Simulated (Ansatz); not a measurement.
# How the equilibrium volume per atom of Sn (model structure, within 0.1 Å of Pm-3m, No. 221, 3 atoms in the cell) moves with the method

No measured value is used here.

```json
[
 {"level (code)": "PBE (Ansatz)", "value (Å³/atom)": "29.46"},
 {"level (code)": "PBEsol (Ansatz)", "value (Å³/atom)": "27.91"},
 {"level (code)": "PBE-D3(BJ) (Ansatz)", "value (Å³/atom)": "28.26"}
]
```

Ansatz's density-functional and Hartree–Fock values are scalar-relativistic unless marked +SOC, with PAW data made under PBE.

A model structure was made by putting elements into a prototype or built by hand; it is no filed structure, need not be a known phase, and can be a saddle point held by its symmetry.

Ansatz is a quantum-chemistry and plane-wave program.
